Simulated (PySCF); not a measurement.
## Gas-phase thermal properties of Al₂O

Energies from PySCF (xtb for GFN2), thermal terms from the rigid-rotor harmonic-oscillator model, ideal gas at 1 bar. 'Table' is the NASA 1993 thermochemical table (part measured, part estimated). S°(298 K) at PBE0/def2-TZVP differs from the NASA 1993 table for Al₂O (+6 J/mol/K); whether the harmonic model or the table's entry is off was not settled. 6-31G* has spherical d functions here. All species are closed-shell singlets. B3LYP is the form with VWN-RPA correlation. The harmonic model lacks anharmonicity and excited electronic states, which grow with temperature; levels with a mode under 35 cm⁻¹ are left out. Soft modes under 120 cm⁻¹ make the harmonic entropy rough for Al₂O. The table's entry may be an old estimate for Al₂O (not checked at source).

| level | point group | σ | ZPE (kJ/mol) | S°298 (J/mol/K) | Cp298 (J/mol/K) | S°1000 (J/mol/K) | H1000 − H298 (kJ/mol) |
|---|---|---|---|---|---|---|---|
| table | - | - | - | 252.3 | 52.0 | 321.5 | 40.7 |
| B3LYP/6-31G* | D∞h | 2 | 10.0 | 260.7 | 52.3 | 330.0 | 40.8 |
| GFN2-xTB | D∞h | 2 | 10.9 | 250.3 | 51.7 | 319.4 | 40.7 |
| HF/6-31G* | D∞h | 2 | 10.8 | 257.3 | 51.5 | 326.0 | 40.5 |
| PBE/def2-SVP | D∞h | 2 | 10.0 | 258.4 | 52.4 | 327.9 | 40.9 |
| PBE0/def2-TZVP | D∞h | 2 | 10.3 | 258.4 | 52.0 | 327.6 | 40.7 |
σ: rotational symmetry number. Electronic degeneracy used: 1. Frequencies are unscaled.
